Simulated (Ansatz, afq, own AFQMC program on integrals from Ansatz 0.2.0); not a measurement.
## Where AFQMC and coupled cluster stand for CH4Si, triplet

```xyz
6

C    -1.8532    0.0000    0.0000
H    -2.2164    1.0273    0.0000
H    -2.2164   -0.5137    0.8897
H    -2.2164   -0.5137   -0.8897
H    -0.6022    0.0000    0.0000
Si    1.0528    0.0000    0.0000
```

Connectivity, by distances: CH3 ··· Si, 1 bridging H.

Basis cc-pVTZ. Noble-gas cores (and the filled d shells of Ga–Kr and In–Xe) are frozen. Integrals, coupled cluster, full CI and functionals: Ansatz 0.2.0; the random walks run on the same integrals in our own AFQMC program. ph-AFQMC/CISD is guided by a CISD state made of CCSD amplitudes; releasing the constraint for a short imaginary time cuts its bias at the price of noise, slowly where states lie close. Error bars are statistical, one sigma.

Determinant: UHF, the one that the program's search chose, which needn't be the lowest solution. The geometry is a point of a scan.

No full CI on the walks' own integrals is used here. The released AFQMC energy serves as the reference, which it does only where one determinant dominates, the energy is flat over the last release times and near the phaseless one (40 meV or 2 meV an electron, half that with transition metals). On small molecules, where full CI could be run and the noise was under 10 meV, such values lay within 10 meV of it in 19 cases of 20, a flattering rate, since the rule was set on those same cases; what remains of the bias isn't in the error bar.

Cautions: lower spins were not checked; the released value is read at 1.62 1/Eh, later times being too noisy (meV from the phaseless value at times in 1/Eh: -8 ± 4 at 0.24, -13 ± 6 at 0.51, -20 ± 5 at 0.99, -17 ± 6 at 1.62, -32 ± 11 at 2.40).

The T1 diagnostic is 0.0183 and the weight of the determinant in the CISD state is 0.858. The ⟨S²⟩ of the determinant is 2.030 and the size of the correlated space is 12 electrons in 114 orbitals.

Reference: AFQMC with the constraint released, correlation energy -8.618 ± 0.006 eV.

```
        level  E − E(reference) (mEh)  share of correlation (%)
           HF           316.69 ± 0.22                      0.00
          MP2            49.64 ± 0.22                     84.32
         CCSD            12.77 ± 0.22                     95.97
      CCSD(T)             1.25 ± 0.22                     99.61
  ph-AFQMC/HF             1.32 ± 1.03                     99.58
ph-AFQMC/CISD             0.63 ± 0.30                     99.80
```

A walk keeps the symmetry of its determinant, which the program's search chose and which needn't be the lowest solution, so a lower state of the same spin and another symmetry isn't excluded. Released energies are given only where the last usable release times agree within the noise; a slower fall can still hide under it.
